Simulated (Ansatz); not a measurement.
# C4H6F2: one species, many methods

An exercise on one series of results from a longer session: the logs are not shown, and one member is left open.

Method: functionals in def2-TZVPP, the program's frozen cores in correlated methods; program: Ansatz 0.2.0, Gaussian basis.

Plan: LDA (SPW92), PBE-D4, revPBE-D4, BLYP-D4, r2SCAN-D4, B97M-V, PBE0-D4, B3LYP-D4, r2SCANh-D4, r2SCAN0-D4, HSE06-D4, BHLYP-D4, CAM-B3LYP-D4, LC-ωPBE, ωB97X-V, ωB97M-V, B2PLYP, PBE-QIDH; CCSD(T)/def2-SVP; CCSD(T)/def2-TZVPP; MP2/def2-QZVPP; extrapolation to the limit; RPA on PBE.

**The relaxed structure**

All runs share one geometry, relaxed beforehand with PBE0-D4 in a triple-zeta def2 set.

SMILES `F[C@H]1C[C@H](F)C1`, 12 atoms, charge 0, spin multiplicity 1.

Atoms are counted from 1 here; the program's logs count them from 0.

Bond lengths: F1–C2 1.385 Å, C2–C3 1.533 Å, C2–C6 1.533 Å, C2–H7 1.091 Å, C3–C4 1.531 Å, C3–H8 1.089 Å, C3–H9 1.092 Å, C4–F5 1.374 Å, C4–C6 1.531 Å, C4–H10 1.092 Å, C6–H11 1.089 Å, C6–H12 1.092 Å. Angles: F1–C2–C3 110.9°, F1–C2–C6 110.9°, F1–C2–H7 107.4°, C3–C2–C6 89.1°, C3–C2–H7 118.9°, C6–C2–H7 118.9°, C2–C3–C4 87.8°, C2–C3–H8 117.1°, C2–C3–H9 110.9°, C4–C3–H8 119.1°, C4–C3–H9 110.1°, H8–C3–H9 110.1°, C3–C4–F5 116.2°, C3–C4–C6 89.2°, C3–C4–H10 113.4°, F5–C4–C6 116.2°, F5–C4–H10 107.8°, C6–C4–H10 113.4° and more.

The first run:

The input, in.yaml:

```yaml
crystal:
  periodic: [false, false, false]
  atoms:
    - {symbol: F, position_ang: [1.817840, -0.865207, -0.483449]}
    - {symbol: C, position_ang: [0.601243, -0.889408, 0.177424]}
    - {symbol: C, position_ang: [0.363610, 0.423502, 0.931641]}
    - {symbol: C, position_ang: [-0.392455, 0.926165, -0.301586]}
    - {symbol: F, position_ang: [-1.558797, 1.611531, -0.061341]}
    - {symbol: C, position_ang: [-0.543697, -0.522899, -0.773275]}
    - {symbol: H, position_ang: [0.547915, -1.829443, 0.727617]}
    - {symbol: H, position_ang: [1.244248, 0.967689, 1.270910]}
    - {symbol: H, position_ang: [-0.328860, 0.275690, 1.762545]}
    - {symbol: H, position_ang: [0.221765, 1.536145, -0.967056]}
    - {symbol: H, position_ang: [-0.405462, -0.753108, -1.829050]}
    - {symbol: H, position_ang: [-1.490549, -0.936056, -0.420378]}
basis:
  gaussian: {orbitals: def2-TZVPP}
hamiltonian: {xc: lda}
output: {orbitals: {seedname: orbitals}}
```

Command:

```sh
$ ansatz run in.yaml --threads 4 --pin off --events-out ev --progress --plain --max-ram 10444MiB
```

Steps of the session up to this table: LDA; PBE-D4 (GGA); revPBE-D4 (GGA); BLYP-D4 (GGA); r2SCAN-D4 (meta-GGA); B97M-V (meta-GGA); PBE0-D4 (hybrid); B3LYP-D4 (hybrid); r2SCANh-D4 (hybrid); r2SCAN0-D4 (hybrid); HSE06-D4 (hybrid); BHLYP-D4 (hybrid); CAM-B3LYP-D4 (range-separated); LC-ωPBE (range-separated); ωB97X-V (range-separated); ωB97M-V (range-separated); B2PLYP (double hybrid); PBE-QIDH (double hybrid).

One table of the session follows, with a row left open; its other results are not shown here.

It belongs to the step «Frontier levels by functional». 

```
  functional  HOMO (eV)  LUMO (eV)  gap (eV)
 LDA (SPW92)      -7.30      -0.02      7.28
      PBE-D4      -7.18       0.16      7.34
   revPBE-D4      -7.12       0.23      7.36
     BLYP-D4      -7.14       0.21      7.34
   r2SCAN-D4      -7.50       0.72      8.22
      B97M-V      -7.65       0.41      8.07
     PBE0-D4      -8.76       1.09      9.85
    B3LYP-D4      -8.57       0.77      9.34
  r2SCANh-D4      -8.09       1.04      9.13
  r2SCAN0-D4      -8.97       1.49     10.46
    HSE06-D4      -8.35       0.71      9.07
    BHLYP-D4     -10.30       1.84     12.14
CAM-B3LYP-D4     -10.26       1.96     12.22
     LC-ωPBE     -11.55       3.25     14.80
     ωB97X-V          ?          ?         ?
     ωB97M-V     -11.13       2.70     13.83
```

Q: Estimate the row for ωB97X-V from the others.

**Answer.** HOMO (eV): -11.23; LUMO (eV): 3.09; gap (eV): 14.32. In the column «HOMO (eV)» it lies between LC-ωPBE (-11.55) and ωB97M-V (-11.13).
